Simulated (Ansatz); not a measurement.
# Cl2Si: the cost of one run

The runs use Ansatz 0.2.0, Gaussian basis; PBE0-D4/def2-SVP.

1 further run of the same task is left out (it didn't finish).

### 1 The starting structure

SMILES `Cl[Si]Cl`, 3 atoms, charge 0, spin multiplicity 1.

Atoms are counted from 1 here; the program's logs count them from 0.

Bond lengths: Cl1–Si2 2.057 Å, Si2–Cl3 2.057 Å. Angles: Cl1–Si2–Cl3 117.9°.

Geometry (Å):

```xyz
3
charge 0, multiplicity 1
Cl    0.21015    1.75807    0.30937
Si   -0.62053   -0.00844   -0.34006
Cl    0.41038   -1.74963    0.03069
```

### 2 Dynamics

The input, md/in.yaml:

```yaml
crystal:
  periodic: [false, false, false]
  atoms:
    - {symbol: Cl, position_ang: [0.210150, 1.758070, 0.309370]}
    - {symbol: Si, position_ang: [-0.620530, -0.008440, -0.340060]}
    - {symbol: Cl, position_ang: [0.410380, -1.749630, 0.030690]}
basis:
  gaussian: {orbitals: def2-SVP}
hamiltonian: {xc: pbe0, dispersion: d4}
md: {n_steps: 40, timestep: 0.75, temperature: 1500, ensemble: nvt_langevin, seed: 179, friction: 0.002, initial_velocities: maxwell_boltzmann}
```

Run with:

```bash
ansatz run in.yaml --threads 2 --pin off --events-out ev --progress --plain --max-ram 3481MiB
```

**Question.** How long does this run take on 2 threads of Arm Neoverse V1, shared host, and how much memory does it need?

About 24 s, with a peak of 0.1 GiB.
